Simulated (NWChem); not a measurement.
**A calculation on CH3O (+1)**

Everything below was run with NWChem. All single points use one geometry, from B3LYP/def2-SVP, a minimum by its harmonic frequencies.

Input file:

```
start mol
memory heap 200 mb stack 900 mb global 1100 mb
charge 1
geometry "system" units angstroms nocenter noautoz noautosym
  C      0.593473    -0.192958     0.000000
  O     -0.556717     0.283292     0.000000
  H      1.420276     0.536089     0.000000
  H      0.776791    -1.281923     0.000000
  H     -1.304165    -0.362758     0.000000
end
set geometry "system"
basis spherical
  * library 6-31g*
end
dft
  xc pbe0
  semidirect memsize 60000000 filesize 0
  iterations 100
  convergence energy 1e-10 density 1e-9 gradient 1e-8
  tolerances tight
end
task dft energy
rt_tddft
  tmax 200.0
  dt 0.2
  tag "kick"
  print dipole
  field "kick"
    type delta
    polarization z
    max 0.0001
  end
  excite "system" with "kick"
end
task dft rt_tddft
```

Change of the dipole's z component after the kick, in units of 1e-4 a.u.:

```json
[
 {"time (a.u.)": "0.0", "Δμ": "0.000"},
 {"time (a.u.)": "0.4", "Δμ": "0.338"},
 {"time (a.u.)": "0.8", "Δμ": "0.598"},
 {"time (a.u.)": "1.2", "Δμ": "0.520"},
 {"time (a.u.)": "1.6", "Δμ": "0.236"},
 {"time (a.u.)": "2.0", "Δμ": "-0.020"},
 {"time (a.u.)": "2.4", "Δμ": "-0.087"},
 {"time (a.u.)": "2.8", "Δμ": "0.050"},
 {"time (a.u.)": "3.2", "Δμ": "0.243"},
 {"time (a.u.)": "3.6", "Δμ": "0.313"},
 {"time (a.u.)": "4.0", "Δμ": "0.200"},
 {"time (a.u.)": "4.4", "Δμ": "-0.032"},
 {"time (a.u.)": "4.8", "Δμ": "-0.244"},
 {"time (a.u.)": "5.2", "Δμ": "-0.312"},
 {"time (a.u.)": "5.6", "Δμ": "-0.205"},
 {"time (a.u.)": "6.0", "Δμ": "-0.005"},
 {"time (a.u.)": "6.4", "Δμ": "0.142"},
 {"time (a.u.)": "6.8", "Δμ": "0.149"},
 {"time (a.u.)": "7.2", "Δμ": "0.041"},
 {"time (a.u.)": "7.6", "Δμ": "-0.093"},
 {"time (a.u.)": "8.0", "Δμ": "-0.162"},
 {"time (a.u.)": "8.4", "Δμ": "-0.127"},
 {"time (a.u.)": "8.8", "Δμ": "-0.056"},
 {"time (a.u.)": "9.2", "Δμ": "-0.023"},
 {"time (a.u.)": "9.6", "Δμ": "-0.043"},
 {"time (a.u.)": "10.0", "Δμ": "-0.106"},
 {"time (a.u.)": "10.4", "Δμ": "-0.166"},
 {"time (a.u.)": "10.8", "Δμ": "-0.162"},
 {"time (a.u.)": "11.2", "Δμ": "-0.092"},
 {"time (a.u.)": "11.6", "Δμ": "0.015"},
 {"time (a.u.)": "12.0", "Δμ": "0.126"},
 {"time (a.u.)": "12.4", "Δμ": "0.194"},
 {"time (a.u.)": "12.8", "Δμ": "0.206"},
 {"time (a.u.)": "13.2", "Δμ": "0.200"},
 {"time (a.u.)": "13.6", "Δμ": "0.197"},
 {"time (a.u.)": "14.0", "Δμ": "0.193"},
 {"time (a.u.)": "14.4", "Δμ": "0.161"},
 {"time (a.u.)": "14.8", "Δμ": "0.068"},
 {"time (a.u.)": "15.4", "Δμ": "-0.134"},
 {"time (a.u.)": "15.8", "Δμ": "-0.216"},
 {"time (a.u.)": "16.2", "Δμ": "-0.211"},
 {"time (a.u.)": "16.6", "Δμ": "-0.140"},
 {"time (a.u.)": "17.0", "Δμ": "-0.059"},
 {"time (a.u.)": "17.4", "Δμ": "-0.031"},
 {"time (a.u.)": "17.8", "Δμ": "-0.063"},
 {"time (a.u.)": "18.2", "Δμ": "-0.110"},
 {"time (a.u.)": "18.6", "Δμ": "-0.128"},
 {"time (a.u.)": "19.0", "Δμ": "-0.073"},
 {"time (a.u.)": "19.4", "Δμ": "0.061"},
 {"time (a.u.)": "19.8", "Δμ": "0.195"},
 {"time (a.u.)": "20.2", "Δμ": "0.252"},
 {"time (a.u.)": "20.6", "Δμ": "0.206"},
 {"time (a.u.)": "21.0", "Δμ": "0.063"},
 {"time (a.u.)": "21.4", "Δμ": "-0.093"},
 {"time (a.u.)": "21.8", "Δμ": "-0.156"},
 {"time (a.u.)": "22.2", "Δμ": "-0.113"},
 {"time (a.u.)": "22.6", "Δμ": "-0.008"},
 {"time (a.u.)": "23.0", "Δμ": "0.096"},
 {"time (a.u.)": "23.4", "Δμ": "0.132"},
 {"time (a.u.)": "23.8", "Δμ": "0.089"},
 {"time (a.u.)": "24.2", "Δμ": "0.018"},
 {"time (a.u.)": "24.6", "Δμ": "-0.028"},
 {"time (a.u.)": "25.0", "Δμ": "-0.023"},
 {"time (a.u.)": "25.4", "Δμ": "0.027"},
 {"time (a.u.)": "25.8", "Δμ": "0.081"},
 {"time (a.u.)": "26.2", "Δμ": "0.085"},
 {"time (a.u.)": "26.6", "Δμ": "0.004"},
 {"time (a.u.)": "27.0", "Δμ": "-0.130"},
 {"time (a.u.)": "27.4", "Δμ": "-0.251"},
 {"time (a.u.)": "27.8", "Δμ": "-0.311"},
 {"time (a.u.)": "28.2", "Δμ": "-0.271"},
 {"time (a.u.)": "28.6", "Δμ": "-0.137"},
 {"time (a.u.)": "29.0", "Δμ": "0.013"},
 {"time (a.u.)": "29.4", "Δμ": "0.122"},
 {"time (a.u.)": "29.8", "Δμ": "0.158"}
]
```
